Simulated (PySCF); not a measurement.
## Single point on SiN

State: ²Σ⁺ (doublet), unpaired electrons σ ↑.

An equivalent input (the run itself took its basis sets from the Basis Set Exchange, started from a PBE0 density and held the occupation σ 7α 6β, πx 2α 2β, πy 2α 2β):

```python
from pyscf import gto, scf
mol = gto.M(atom='Si 0 0 0; N 0 0 1.575', basis={'Si': 'aug-cc-pV(D+d)Z', 'N': 'aug-cc-pVDZ'},
            charge=0, spin=1, verbose=4, symmetry='C2v')
mf = scf.ROHF(mol)
mf.irrep_nelec = {'A1': (7, 6), 'B1': (2, 2), 'B2': (2, 2)}
mf.conv_tol = 1e-9
mf.max_cycle = 60
mf.diis_space = 10
mf.kernel()
```

The log (some set-up lines and the per-cycle HOMO/LUMO lines removed):

```
******** <class 'pyscf.scf.hf_symm.SymAdaptedROHF'> ********
method = SymAdaptedROHF
damping factor = 0
level_shift factor = 0
DIIS = <class 'pyscf.scf.diis.CDIIS'>
diis_start_cycle = 1
diis_space = 10
diis_damp = 0
SCF conv_tol = 1e-09
SCF conv_tol_grad = None
SCF max_cycles = 60
num. doubly occ = 10  num. singly occ = 1
Set gradient conv threshold to 3.16228e-05
init E= -343.258023440118
cycle= 1 E= -343.263007499773  delta_E= -0.00498  |g|= 0.0506  |ddm|= 0.518
cycle= 2 E= -343.26539537949  delta_E= -0.00239  |g|= 0.0375  |ddm|= 0.131
cycle= 3 E= -343.266102233504  delta_E= -0.000707  |g|= 0.0213  |ddm|= 0.0744
cycle= 4 E= -343.266540772237  delta_E= -0.000439  |g|= 0.00589  |ddm|= 0.0626
cycle= 5 E= -343.266591560638  delta_E= -5.08e-05  |g|= 0.00171  |ddm|= 0.0264
cycle= 6 E= -343.266594973915  delta_E= -3.41e-06  |g|= 0.000742  |ddm|= 0.0147
cycle= 7 E= -343.266595917611  delta_E= -9.44e-07  |g|= 0.000206  |ddm|= 0.00784
cycle= 8 E= -343.266595969505  delta_E= -5.19e-08  |g|= 3.65e-05  |ddm|= 0.00164
cycle= 9 E= -343.266595970404  delta_E= -8.99e-10  |g|= 1.41e-05  |ddm|= 0.000328
Extra cycle  E= -343.266595970498  delta_E= -9.41e-11  |g|= 1.15e-05  |ddm|= 0.000203
converged SCF energy = -343.266595970498
```

Repeating this along the bond gives Re = 1.544 Å and ωe = 1276 cm⁻¹.

A point of this curve took 0.16 CPU seconds beside 0.096 for the integrals (shared host).

UHF is strongly spin-contaminated for SiN, so the ROHF reference used there is far from stable. The state is the lowest determinant that a PBE0 search found; another state may lie lower at other levels.
